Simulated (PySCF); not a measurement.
# Mayer bond orders and bond lengths

C4H6O.
SMILES with atom numbers: `[CH2:1]=[C:2]=[CH:3][O:4][CH3:5]` (hydrogens: H6, H7 on C1; H8 on C3; H9, H10, H11 on C5)

Cartesian coordinates in Å at the GFN2-xTB level; atoms count from 1:
```xyz
11
C4H6O angstrom
C      2.413    1.130    0.374
C      1.198    0.723    0.191
C     -0.034    0.345    0.006
O     -0.407   -0.969   -0.142
C     -1.786   -1.177   -0.299
H      2.834    1.246    1.361
H      3.063    1.379   -0.453
H     -0.833    1.080   -0.040
H     -1.921   -2.251   -0.414
H     -2.348   -0.836    0.579
H     -2.173   -0.668   -1.189
```

Bond orders from the PBE0/pcSseg-1 density (PySCF). Isolated species at its GFN2-xTB geometry (one conformer only).

(1) Where do the orders between heavy atoms depart from those drawn in the SMILES?

(2) Set the Mayer orders of the bonds beside their lengths.

## Answers

(1) The largest departure is 0.097, at C2–C3 (drawn double, 1.903) and O4–C5 (drawn single, 0.906).

(2) 
```
  bond  drawn as  length (Å)  Mayer order
 C1–C2    double       1.295        2.091
 C2–C3    double       1.302        1.903
 C3–O4    single       1.374        1.009
 O4–C5    single       1.403        0.906
 C1–H6    single       1.080        0.905
 C1–H7    single       1.080        0.906
 C3–H8    single       1.087        0.922
 C5–H9    single       1.089        0.971
C5–H10    single       1.096        0.959
C5–H11    single       1.097        0.958
```

Bonds between the same two heavy elements. C–C: lowest C2–C3 (1.903, 1.302 Å), highest C1–C2 (2.091, 1.295 Å). C–O: lowest O4–C5 (0.906, 1.403 Å), highest C3–O4 (1.009, 1.374 Å).

Problem. Sum the orders of all bonds at each heavy atom with more than one neighbour and set the sums beside the valence in the SMILES.

Solution. C1 3.902 (drawn 4), C2 3.994 (drawn 4), C3 3.834 (drawn 4), O4 1.915 (drawn 2), C5 3.794 (drawn 4). Orders between atoms that aren't bonded are not in these sums.

Mayer orders depend on the basis set.
